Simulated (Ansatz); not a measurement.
A made-up structure of CH3OS, doublet:

```xyz
6
angstrom
C -0.2922 0.3622 -0.2837
S 0.0461 -1.2584 0.4070
O 1.3380 -1.1422 1.1435
H -0.3732 1.0912 0.5241
H 0.3347 -2.5853 0.4821
H -1.2352 0.3029 -0.8314
```

It is relaxed with PBE-D4/def2-SVP and then PBE0-D4/def2-TZVP (Ansatz 0.2.0). Atoms count as bonded within 1.22 times the sum of their covalent radii (H–H: 0.88 Å). The end point is not checked to be a true minimum.

Problem. Does its bonding change? (A judgement: the text doesn't fix the answer.)

Solution. The calculation gives: No: no bond forms or breaks.

Where it ends: The first stage lowers the energy by 2.60 eV in 9 steps. It ends as CH₃OS ([CH2][SH][O]):
| atom | x (Å) | y (Å) | z (Å) |
| --- | --- | --- | --- |
| C1 | -0.4032 | 0.1006 | -0.1180 |
| S2 | 0.0758 | -1.2199 | 0.8648 |
| O3 | 1.4301 | -1.0514 | 1.4152 |
| H4 | -0.1098 | 1.0889 | 0.2119 |
| H5 | 0.1055 | -2.1107 | -0.1917 |
| H6 | -1.2803 | -0.0371 | -0.7405 |

Labels in which every atom is bracketed show which atoms are joined, not bond orders.

For scale, one of the runs: PBE0-D4/def2-TZVP relaxation, 117 basis functions, launched by `ansatz run in.yaml --threads 2 --pin off --events-out ev --progress --plain --max-ram 4352MiB`. The run took about 8.5 s on 2 CPU threads of an Intel Xeon 6975P-C (shared host).
